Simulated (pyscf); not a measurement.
**Routes from `[CH]#[C][OH]` + `[H][H]`**

Candidate steps break at most two bonds and form at most two. Each was searched with GFN2-xTB (tblite) first. Optimised with ωB97X-D3(BJ)/def2-SVP in PySCF. Energies: ωB97M-D3(BJ)/def2-TZVP, eV, from the separated reactants, singlet surface; ΔG‡ with ideal gas, 1 atm, RRHO with modes under 100 cm⁻¹ raised to 100, one conformer, R ln 2 for chiral ones without a mode under 150 cm⁻¹.

```json
[
 {"products": "H₂C=C=O + H₂", "type": "concerted two-bond exchange", "ΔE‡": "1.35", "ΔE": "-1.59", "ΔG‡ 298 K": "1.68", "ΔG‡ 900 K": "2.51", "ν‡ (cm⁻¹)": "1916i"},
 {"products": "H₃C–C:–OH [singlet]", "type": "insertion", "ΔE‡": "2.10", "ΔE": "-0.91", "ΔG‡ 298 K": "2.42", "ΔG‡ 900 K": "3.13", "ν‡ (cm⁻¹)": "1475i"},
 {"products": "HC≡CH + H₂O", "type": "four-centre exchange", "ΔE‡": "3.31", "ΔE": "-1.11", "ΔG‡ 298 K": "3.61", "ΔG‡ 900 K": "4.33", "ν‡ (cm⁻¹)": "2031i"}
]
```

Row 2: On the product side the descent ends in a point that may be a rotor saddle (no frequency run), 0.17 eV over the lowest minimum found and 2.97 eV under the saddle at ωB97X-D3(BJ)/def2-TZVP. 

Plain bond fissions and candidates not yet searched are not listed, and one of them may be faster. Each barrier is that of the saddle found; lower ones may exist.
